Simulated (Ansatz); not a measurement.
# 1T (CdI2-type) PtS2

Computed with PBE (PAW; Ansatz, a first-principles code).

Run with plane-wave cutoff 500 eV, 12×12×8 k mesh (along the axes of the cell as run), Fermi–Dirac smearing 0.05 eV, scalar-relativistic PAW data made under PBE.

Cell: relaxed at this level.

For 1T (CdI2-type) PtS2, the equilibrium volume per atom comes out as 23.90 Å³/atom, the equilibrium lattice constant a comes out as 3.577 Å and the c axis length is 6.470 Å.

Measured, for comparison: lattice constant a 3.542 Å (temperature not stated, no zero-point or thermal correction; as tabulated in Björkman (2014), arXiv:1406.2436); lattice parameter c 5.036 Å (temperature not stated, zero-point anharmonic expansion removed (computed with revB86b-DF2); no thermal correction; as tabulated in Björkman (2014), arXiv:1406.2436). Computed (rounded) less measured: lattice constant a +1.0 %, lattice parameter c +28.5 %.

Note: the cell comes from a level without a dispersion term, which matters for the spacing of layers, chains or molecules; the cell has widely spaced layers and the level no dispersion term, so their spacing and the moduli can rest on weak binding.

Spin–orbit coupling is not included.

The computed numbers hold no vibrational or temperature effects.

Cost on a shared machine: about 2.6 core-minutes (a rough figure).
